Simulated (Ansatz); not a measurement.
# BNH₂+ (doublet): from Hartree-Fock to the top rungs, def2-QZVPP

One table from this session's results is given with a row withheld; the runs are named, their logs left out.

Program: Ansatz 0.2.0, Gaussian basis. Level of theory: def2-QZVPP, core rule «outside noble gas», up to 2 orbitals frozen. These are calculated values, not measurements.

To be run: UHF; ROHF; CCSD(T) on UHF.

2 further runs of the same task are left out: 2 set aside as unsound or not needed.

### The system

The geometry is a PBE0/def2-TZVP stationary point (not a proven minimum) of the parent state, kept for this charge and spin.

4 atoms, charge 1, spin multiplicity 2.

Atoms are counted from 1 here; the program's logs count them from 0.

Bond lengths: B1–N2 1.376 Å, B1–H3 1.215 Å, N2–H4 1.012 Å. Angles: N2–B1–H3 113.0°, B1–N2–H4 139.9°.

The first run:

in.yaml reads:

```yaml
crystal:
  periodic: [false, false, false]
  atoms:
    - {symbol: B, position_ang: [0.000000, -0.124007, 0.773899]}
    - {symbol: N, position_ang: [0.000000, -0.022422, -0.597982]}
    - {symbol: H, position_ang: [0.000000, 0.956413, 1.330586]}
    - {symbol: H, position_ang: [0.000000, 0.685254, -1.321528]}
basis:
  gaussian: {orbitals: "def2-QZVPP.json"}
total_charge: 1
magnetization: {spin_polarized: true, initial_magnetization: 1}
hamiltonian: {xc: hf}
output: {orbitals: {seedname: orbitals}}
```

The run is started by

```bash
$ ansatz run in.yaml --threads 1 --pin off --events-out ev --progress --plain --max-ram 2393MiB
```

Among the steps run: UHF; ROHF; CCSD(T) on UHF.

One table of the session follows, with a row left open; its other results are not shown here.

| method | from UCCSD(T) (meV) |
| --- | --- |
| ROHF | ? |
| UHF | +7983.0 |
| UMP2 | +965.3 |
| UCCSD | +328.5 |
| UCCSD(T) | 0 |

**Question.** Estimate the row for ROHF.

As computed: from UCCSD(T) (meV): +8170.7. In the column «from UCCSD(T) (meV)» it is the highest.
